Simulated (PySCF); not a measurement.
The dipole of `O=[PH3]` (PH3O) from its density and from atomic charges.

Coordinates (PBE0-D3(BJ)/def2-TZVP, Å) and charges (e) from the PBE0/pcSseg-2 density (PySCF):

| atom | x | y | z | Mulliken | IAO | Hirshfeld | ESP-fitted |
| --- | --- | --- | --- | --- | --- | --- | --- |
| O1 | 1.071 | -0.857 | 0.736 | -0.6291 | -0.9139 | -0.3996 | -0.6057 |
| P2 | 0.238 | 0.028 | -0.098 | +0.7958 | +1.1872 | +0.3797 | +0.7500 |
| H3 | -0.732 | 0.813 | 0.570 | -0.0556 | -0.0911 | +0.0066 | -0.0481 |
| H4 | 0.911 | 1.017 | -0.856 | -0.0556 | -0.0911 | +0.0066 | -0.0479 |
| H5 | -0.553 | -0.587 | -1.098 | -0.0556 | -0.0911 | +0.0066 | -0.0484 |

Question: What dipole does each set of charges give (1 e·Å = 4.803 D), and what does the density give?

Answer: The full density gives (-2.15, 2.28, -2.15) D, 3.80 D in size; dipole vectors point from the negative to the positive end.

| scheme | μx | μy | μz | size (D) | share of the full size (%) | angle to the full dipole (°) |
| --- | --- | --- | --- | --- | --- | --- |
| Mulliken | -2.23 | 2.37 | -2.23 | 3.94 | 104 | 0 |
| IAO | -3.18 | 3.38 | -3.18 | 5.63 | 148 | 0 |
| Hirshfeld | -1.63 | 1.74 | -1.63 | 2.89 | 76 | 0 |
| ESP-fitted | -2.17 | 2.31 | -2.17 | 3.84 | 101 | 0 |

Question: Which set comes closest?

Answer: Length of the difference vector: ESP-fitted 0.04 D, Mulliken 0.14 D, Hirshfeld 0.91 D, IAO 1.83 D. Closest: ESP-fitted. ESP charges are fitted to the potential around the molecule, whose slowest-falling term is the dipole's. The schemes that divide the density aren't constrained to reproduce the dipole.

Question: What is left for the Hirshfeld atoms' own dipoles?

Answer: The Hirshfeld atoms' densities add up to the full density, so μ = Σ q r + Σ (atomic dipoles). The atomic dipoles sum to (-2.15, 2.28, -2.15) − (-1.63, 1.74, -1.63) = (-0.52, 0.54, -0.52) D, 0.91 D in size.

Question: With the origin at the mean of the coordinates, (0.187, 0.083, -0.149) Å, which are the largest single terms, by size, of the Hirshfeld dipole along the direction of the full one?

Answer: O1 +3.00, P2 -0.17, H5 +0.02, H3 +0.02, H4 +0.02 D; all 5 atoms together +2.89 D. The single terms depend on the origin, their sum doesn't.

Question: Give the size of the full dipole in other units.

Answer: 3.80 D = 1.495 au = 0.791 e·Å = 12.68 × 10⁻³⁰ C·m.

Isolated species at its PBE0-D3(BJ)/def2-TZVP geometry, gas phase.
